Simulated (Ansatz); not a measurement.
Results of PBE (Ansatz, a program for electronic structure, plane waves, PAW) for zinc-blende GaAs.

The same calculation (at the measured cell, 22.584 Å³/atom) with different numerical settings:

```json
[
 {"run": "1", "k mesh": "4×4×4", "electronic dielectric constant ε∞": "10.877", "static dielectric constant": "12.833", "zone-centre TO phonon frequency (cm⁻¹)": "269.7", "rough time": "10 core-s"},
 {"run": "2", "k mesh": "6×6×6", "electronic dielectric constant ε∞": "12.098", "static dielectric constant": "14.024", "zone-centre TO phonon frequency (cm⁻¹)": "267.8", "rough time": "20 core-s"},
 {"run": "3", "k mesh": "8×8×8", "electronic dielectric constant ε∞": "12.749", "static dielectric constant": "14.659", "zone-centre TO phonon frequency (cm⁻¹)": "267.4", "rough time": "50 core-s"},
 {"run": "4", "k mesh": "12×12×12", "electronic dielectric constant ε∞": "13.290", "static dielectric constant": "15.190", "zone-centre TO phonon frequency (cm⁻¹)": "267.2", "rough time": "3 core-min"},
 {"run": "5", "k mesh": "16×16×16", "electronic dielectric constant ε∞": "13.474", "static dielectric constant": "15.372", "zone-centre TO phonon frequency (cm⁻¹)": "267.1", "rough time": "5 core-min"},
 {"run": "6", "k mesh": "20×20×20", "electronic dielectric constant ε∞": "13.553", "static dielectric constant": "15.450", "zone-centre TO phonon frequency (cm⁻¹)": "267.1", "rough time": "9 core-min"}
]
```

In the column high-frequency dielectric constant the first row differs from the last by -2.676 and the next to last by -0.079.

The last row is no converged limit: other settings stay fixed.
